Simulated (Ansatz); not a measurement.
Reaction (SMILES): F[CH]F → C atom + 2 F atom + H atom
B3LYP-D3(BJ)/def2-TZVP geometries, fixed; electronic energies without zero-point terms.

Basis-set convergence of the atomisation energy at MP2 with Ansatz (a program for electronic structure). Cartesian d functions, on some or all atoms, in 6-31G*; all else is spherical. Cores are frozen. Open shells are unrestricted. No added dispersion term, no relativity. Functions are those of the species that has most. Reference: Hartree-Fock in aug-cc-pVQZ plus the correlation part extrapolated as X^-3 from aug-cc-pVTZ and aug-cc-pVQZ, 343.04 kcal/mol, itself unsure by roughly 1.15 kcal/mol (a third of the extrapolation step and of the last Hartree-Fock step).

```
basis            functions  atomisation energy (kcal/mol)
---------------  ---------  -----------------------------
def2-SV(P)              44                         316.80
6-31G*                  47                              …
aug-cc-pVDZ             78                         317.70
6-311++G(2d,2p)         91                              …
def2-TZVP               99                              …
def2-TZVPD             126                              …
def2-TZVPPD            134                         333.77
def2-QZVPPD            228                         338.74
aug-pcseg-3            304                         341.13
```

Task: Fill in the missing entries.

Result: 
- 6-31G*, atomisation energy (kcal/mol): 315.39
- 6-311++G(2d,2p), atomisation energy (kcal/mol): 323.52
- def2-TZVP, atomisation energy (kcal/mol): 330.90
- def2-TZVPD, atomisation energy (kcal/mol): 331.93
